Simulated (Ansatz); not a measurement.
Cost and result up the ladder for the cluster C₃H₂ (5 atoms). The state is a singlet with charge 0. Geometry: r2SCAN-D4/def2-TZVP.

```csv
atom,x (Å),y (Å),z (Å)
C1,-0.4508,0.3601,-0.3240
C2,0.4554,-0.3998,0.2656
C3,-0.0800,0.6835,1.0038
H4,1.1333,-1.2405,0.2400
H5,-1.0579,0.5967,-1.1855
```

Ansatz on 4 threads of AMD EPYC 9B45 on a shared host. Times are rough, and most runs start from the orbitals of an earlier one. CAM-B3LYP-D4/def2-TZVP serves as the yardstick here, not as an exact answer. Differences are given only for rows in sets of like size (and for xTB, whose basis is part of the method), since another set adds its own error. Binding counts from free atoms at the same level (C triplet, H doublet; other spins of the atoms weren't run), without zero-point energy or a counterpoise term.

Correlated methods freeze 3 core orbitals. The structure comes from a short search, and lower isomers may exist.

Correlated methods converge slowly with the basis.

```csv
level,functions,wall time,binding energy per atom (eV),difference from CAM-B3LYP-D4/def2-TZVP (eV)
HF/def2-TZVP,105,0.15 s,3.20,-1.28
PBE-D4/def2-SVP,52,0.15 s,4.71,–
PBE0-D4/def2-SVP,52,0.15 s,4.60,–
MP2/def2-TZVP,105,0.15 s,4.43,-0.05
LDA (SPW92)/def2-TZVP,105,0.2 s,5.20,0.72
PBE-D4/def2-TZVP,105,0.25 s,4.66,0.18
PBE-D4/def2-TZVPD,129,0.3 s,4.66,0.19
PBE0-D4/def2-TZVP,105,0.3 s,4.55,0.07
BHLYP-D4/def2-TZVP (with forces),105,0.3 s,4.30,-0.18
CAM-B3LYP-D4/def2-TZVP,105,0.3 s,4.48,0.00
r2SCAN-D4/def2-TZVP,105,0.35 s,4.49,0.01
r2SCAN-D4/def2-TZVPD,129,0.45 s,4.49,0.01
CCSD(T)/def2-TZVPP,121,0.75 s,4.33,-0.15
CCSD(T)/def2-TZVPD,129,0.95 s,4.30,-0.17
```
